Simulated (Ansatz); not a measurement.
This geometry of H3OSi2 (6 atoms, charge 0, multiplicity 2) is a first-order saddle point.

Computed with Ansatz 0.2.0, UKS PBE0-D4/def2-SVP.

```xyz
6
Properties=species:S:1:pos:R:3
O 0.284 -2.070 0.753
Si -0.447 -1.030 -0.113
Si 0.173 1.232 -0.165
H -1.610 -1.394 -0.985
H 1.570 1.399 -0.672
H 0.029 1.863 1.183
```

(1) Which two structures does it join? (They come from a converged band through this point; their orientation in space is the band's.)

(2) How far does it lie above each of them?

## Answers

(1) No bond is made or broken. The dihedral O1–Si2–Si3–H5 goes from 165 to -15°. The two ends are copies of one structure, up to a mirror image or an exchange of like atoms.

First end point:

```xyz
6
Properties=species:S:1:pos:R:3
O -0.531 -1.990 1.201
Si -0.364 -1.093 -0.040
Si 0.175 1.122 0.081
H -0.632 -1.540 -1.443
H 0.634 1.826 -1.150
H 0.717 1.675 1.351
```

Last end point:

```xyz
6
Properties=species:S:1:pos:R:3
O -0.032 -2.210 0.902
Si -0.533 -1.022 0.060
Si 0.636 0.924 -0.190
H -1.788 -1.041 -0.756
H 1.775 1.223 0.718
H -0.058 2.126 -0.733
```

(2) 0.187 eV above the first and 0.187 eV above the second. This is the barrier of this one path; another mechanism may lie lower.

The run took 100 s on 1 CPU thread of a shared host.
